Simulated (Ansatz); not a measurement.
Consider the atomization: `CC(C)C(F)F` → 4 C• + 2 F• + 8 H•.

Computed with Ansatz on PBE0-D4/def2-TZVP structures; ΔE is electronic, products minus reactants. CBS: MP2 limit from def2 TZ/QZ plus the TZ coupled-cluster correction, frozen cores. This one scheme is used for every species, atoms too. For atomizations the MP2-based limit and the directly extrapolated one differ by several kJ/mol either way, and by 10 to 25 for some Ge, Se and Sn compounds, so smaller differences from it don't rank the levels. Functionals use def2-TZVPP. Open shells (•) are unrestricted, without spin–orbit coupling. Spin–orbit coupling would lower the free atoms: a little for C, F. One conformer a species, not always the lowest.

`CC(C)C(F)F`:

Cartesian coordinates in Å:
```
C 1.056 -0.943 -0.392
C 0.207 0.086 0.340
C 0.068 1.381 -0.447
C -1.142 -0.504 0.678
F -1.880 0.367 1.418
F -1.857 -0.767 -0.450
H 0.611 -1.196 -1.358
H 1.161 -1.866 0.184
H 2.057 -0.549 -0.576
H 0.673 0.304 1.308
H 1.052 1.819 -0.625
H -0.538 2.112 0.091
H -0.400 1.197 -1.416
H -1.068 -1.440 1.244
```

```json
{"level": "ωB97X-V", "ΔE (kcal/mol)": "1331.4"}
{"level": "BLYP", "ΔE (kcal/mol)": "1311.0"}
{"level": "r2SCANh", "ΔE (kcal/mol)": "1323.7"}
{"level": "r2SCAN0", "ΔE (kcal/mol)": "1312.9"}
{"level": "BHLYP", "ΔE (kcal/mol)": "1283.3"}
{"level": "HF/def2-SVP", "ΔE (kcal/mol)": "1005.5"}
{"level": "CCSD(T)/def2-TZVPP", "ΔE (kcal/mol)": "1299.5"}
{"level": "CCSD/CBS(def2)", "ΔE (kcal/mol)": "1310.9"}
```

**Question.** What does CCSD(T)/CBS give? (Best estimate.)

**Answer.** Computed: +1328.6 kcal/mol. The listed levels differ from it by 2.8, -17.6, -4.9, -15.7, -45.3, -323.1, -29.1, -17.7 kcal/mol.

Largest T1 diagnostic among the species: 0.010.

From r2SCAN to r2SCAN0 (25 % exact exchange), in def2-TZVPP and without D4, ΔE moves by −18.4 kcal/mol: exact exchange takes away binding that semilocal exchange gives to molecules. The D4 term adds +9.3 kcal/mol with B3LYP and +4.9 kcal/mol with PBE0; it sums over pairs of atoms, weighted by their polarisabilities, and B3LYP, whose exchange is more repulsive, gets the larger term.

B3LYP here is the variant with VWN-RPA as its local correlation; programs differ in this.
